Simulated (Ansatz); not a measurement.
Reaction (isomerisation): `COCC#N` → `NC1=C(O)C1`

Computed with Ansatz on PBE0-D4/def2-TZVP structures; ΔE is electronic, products minus reactants. CCSD(T)/CBS is the MP2 limit (def2-TZVPP, def2-QZVPP) plus CCSD(T) − MP2 in def2-TZVPP, frozen cores. This one scheme is used for every species. Functionals use def2-TZVPP. B3LYP here is the variant with VWN-RPA as its local correlation; programs differ in this. One conformer a species, not always the lowest.

| level | ΔE (kJ/mol) | difference from CCSD(T)/CBS |
| --- | --- | --- |
| LDA (SPW92) | 87.8 | -77.3 |
| PBE-D4 | 123.3 | -41.8 |
| B97M-V | 146.5 | -18.6 |
| r2SCANh-D4 | 139.5 | -25.6 |
| r2SCAN0-D4 | 137.5 | -27.6 |
| BLYP | 161.4 | -3.7 |
| PBE0 | 126.2 | -38.9 |
| B3LYP | 159.0 | -6.1 |
| r2SCANh | 139.5 | -25.6 |
| BHLYP | 167.8 | 2.7 |
| HF/def2-SVP | 201.2 | 36.1 |
| CCSD/def2-SVP | 183.6 | 18.5 |
| CCSD(T)/def2-SVP | 181.8 | 16.7 |
| HF/def2-TZVPP | 205.9 | 40.8 |
| CCSD/def2-TZVPP | 179.6 | 14.5 |
| HF/CBS(def2) | 204.3 | 39.2 |
| CCSD(T)/CBS | 165.1 | 0 |

Largest T1 diagnostic among the species: 0.012.

From BLYP to BHLYP (50 % exact exchange), in def2-TZVPP and without D4, ΔE moves by +6.4 kJ/mol. At CCSD(T), def2-SVP lies +16.7 kJ/mol from the extrapolated value and def2-TZVPP +11.4 kJ/mol. In def2-TZVPP, CCSD(T) changes the Hartree–Fock value by −29.4 kJ/mol (the triples alone add −3.1 kJ/mol) and MP2 by −38.1 kJ/mol.
